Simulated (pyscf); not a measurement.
`[OH][GeH]([OH])[OH]` + `[OH2]` → `[OH][Ge]([OH])([OH])[OH]` + `[H][H]`, a four-centre exchange (singlet surface; Ge–H, H–O broken, Ge–O, H–H formed). Optimised with ωB97X-D3(BJ)/def2-SVP in PySCF. Energies in kJ/mol from the separated reactants.

Small-basis levels: PySCF, no dispersion term, spherical d functions. GFN2-xTB: tblite. Cost: rough CPU time at the saddle relative to B3LYP/6-31G*+LANL2DZ, from one job on a shared machine.

```csv
level,barrier,reaction energy,cost
HF/STO-3G,277.3,-36.5,0.07
MP2/6-31G*+LANL2DZ,156.7,-83.2,0.2
B3LYP/6-31G*+LANL2DZ,138.3,-63.7,1
B3LYP/6-311+G**+LANL2DZ,170.7,-9.3,1
PBE/def2-SVP,99.5,-33.9,2
B3LYP/def2-SVP,135.6,-32.9,2
GFN2-xTB,193.9,-14.0,under 0.02
ωB97M-D3(BJ)/def2-TZVP,150.9,-30.1,–
```

Against the last row the barrier runs from -51.4 (PBE/def2-SVP) to +126.4 kJ/mol (HF/STO-3G). ωB97M-D3(BJ)/def2-TZVP has limits of its own. On the reactant side the descent ends in a bound adduct (not fully relaxed), 43.4 kJ/mol under the separated species and 192.4 kJ/mol under the saddle at ωB97X-D3(BJ)/def2-TZVP. At the saddle there is also a short Ge–H contact that neither side keeps. This is the saddle that the search found; another between the same sides may lie lower. In the def2 sets elements up to Kr have no core potential.
